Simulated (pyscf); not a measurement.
Four-centre exchange: O=SiH–OH + HCl → O=Si(OH)–Cl + H₂

Gas phase, singlet surface, charge 0. Bonds broken: Si2–H4, Cl6–H7. Bonds formed: Si2–Cl6, H4–H7. Structures and frequencies: ωB97X-D3(BJ)/def2-SVP in PySCF.

Transition state (Å):

```xyz
7

O      0.3908     1.6177     0.5204
Si    -0.1978     0.3622    -0.1033
O      0.0440    -0.2961    -1.5763
H     -1.7455     0.0660     0.2166
H      0.0862    -1.2530    -1.6750
Cl    -0.1025    -1.5953     1.1823
H     -1.3338    -0.7997     0.7695
```

One imaginary mode, 1153i cm⁻¹; descent along it reached the two sides named, in the forms told below.

```csv
bond,change,reactant side (Å),saddle,product side
Si2–H4,breaks,1.476,1.608,2.469
Cl6–H7,breaks,1.382,1.523,3.2
Si2–Cl6,forms,2.7,2.344,2.035
H4–H7,forms,3.1,1.107,0.763
```

Electronic energies relative to the separated reactants (kcal/mol):

| level | barrier | reaction energy | reverse barrier |
|---|---|---|---|
| ωB97X-D3(BJ)/def2-TZVP | 20.5 | -19.0 | 39.5 |
| PBE/def2-TZVP | 14.7 | -16.8 | 31.5 |
| r²SCAN/def2-TZVP | 15.0 | -18.9 | 33.9 |
| B3LYP-D3(BJ)/def2-TZVP | 20.7 | -16.9 | 37.5 |
| PBE0-D3(BJ)/def2-TZVP | 16.5 | -17.1 | 33.6 |
| M06-2X/def2-TZVP | 21.2 | -18.5 | 39.7 |
| ωB97M-D3(BJ)/def2-TZVP | 21.9 | -16.5 | 38.4 |
| HF/def2-TZVP | 39.0 | -13.6 | 52.6 |

With ωB97M-D3(BJ)/def2-TZVP energies and thermal terms (ideal gas, 1 atm, RRHO with modes under 100 cm⁻¹ raised to 100, one conformer, R ln 2 for chiral ones without a mode under 150 cm⁻¹), in kcal/mol:

```
T (K)   ΔH‡   ΔG‡     ΔH     ΔG
-----  ----  ----  -----  -----
298    20.8  30.4  -17.9  -16.2
600    20.8  40.2  -17.1  -14.8
900    21.1  49.9  -16.6  -13.8
1200   21.6  59.4  -16.3  -12.9
```

On the reactant side the descent ends in a complex (not fully relaxed), 5.8 kcal/mol under the separated species and 26.2 kcal/mol under the saddle at ωB97X-D3(BJ)/def2-TZVP. The same reactants have a lower exit, to O=SiH–Cl + H₂O (highest point, the separated products, at +7.1 kcal/mol at ωB97M-D3(BJ)/def2-TZVP, against +21.9 kcal/mol here). O=SiH–OH lies 9.8 kcal/mol over its isomer HO–Si:–OH [singlet] (electronic energy, ωB97M-D3(BJ)/def2-TZVP). This is the saddle that the search found; another between the same sides may lie lower.
